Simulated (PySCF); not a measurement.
## Reproducing measurements on C3H7F

**What was measured.**

NIST CCCBDB Release 22 (SRD 101), experimental dipoles lists, for the gas: dipole moment 1.956 D.

The runs below try to reproduce these values; the comparison stands at the end.

C₃H₇F.
Atom-mapped SMILES: `[CH3:1][CH:2]([CH3:3])[F:4]` (hydrogens: H5, H6, H7 on C1; H8 on C2; H9, H10, H11 on C3)

Structure used (PBE0-D3(BJ)/def2-SVP), in Å, numbered top down from 1:
```
atom  x, y, z in Å
C1    -1.193   -0.443    0.213
C2    -0.115    0.531   -0.205
C3     1.286   -0.029   -0.105
F4    -0.198    1.652    0.604
H5    -1.027   -0.775    1.249
H6    -1.194   -1.329   -0.440
H7    -2.183    0.032    0.156
H8    -0.305    0.873   -1.239
H9     1.494   -0.355    0.926
H10    1.410   -0.893   -0.774
H11    2.026    0.735   -0.382
```

The PySCF runs (gas phase, on this PBE0-D3(BJ)/def2-SVP geometry; no spin–orbit coupling):

```json
{"level": "PBE0-D3(BJ)/def2-SVP, grid level 1", "job": "geometry optimisation from an MMFF94s start", "basis functions": "91", "wall time": "7.5 s"}
{"level": "PBE0/pcSseg-1", "job": "shieldings, charges and field gradients, density and orbital grids written", "basis functions": "103", "wall time": "6.9 s"}
{"level": "B3LYP/pcJ-1", "job": "spin–spin couplings from 11 perturbed nuclei, spin–dipole term for 1 of them", "basis functions": "178", "wall time": "9.0 s"}
```

Hardware: one thread of an Intel Xeon at 2.30 GHz, no GPU, on a shared host.

## Comparison

**Dipole moment.** Measured: 1.956 D (NIST CCCBDB Release 22 (SRD 101), experimental dipoles).

| level | computed (D) | computed − measured (D) | % (from the printed values) |
| --- | --- | --- | --- |
| PBE0-D3(BJ)/def2-SVP | 1.784 | -0.172 | -9 |
| PBE0/pcSseg-1 | 1.884 | -0.072 | -4 |
| B3LYP/pcJ-1 | 1.856 | -0.100 | -5 |

Closest is PBE0/pcSseg-1 (-0.072 D), furthest PBE0-D3(BJ)/def2-SVP (-0.172 D); one molecule doesn't rank methods. All 3 levels lie below the measurement. The computed dipoles belong to one fixed geometry; measured ones are averaged over vibrations unless marked μe. Magnitudes are compared, not signs.

The geometry is computed, not the measured one. Where a level misses, the cause wasn't examined.
